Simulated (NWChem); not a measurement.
Correlation energy of Cl

```xyz
1

Cl     0.0000     0.0000     0.0000
```
Charge 0, spin multiplicity 2.

Everything below was run with NWChem.

Basis set: cc-pVDZ. Each correlation energy counts from its own Hartree-Fock reference.

The correlated methods keep 5 core orbitals frozen. The stability of the SCF solutions was not checked. Open-shell Hartree-Fock references start from PBE0 orbitals. Coupled-cluster values serve here as a point of comparison, not as the truth.

Question: Order these methods by the correlation energy they give, lowest first: URI-MP2, SCS-UMP2, CCSD on UHF, CCSD[T] on UHF.

Answer: CCSD[T] on UHF (-127.8 mHa), CCSD on UHF (-126.6 mHa), URI-MP2 (-109.8 mHa), SCS-UMP2 (-107.8 mHa)
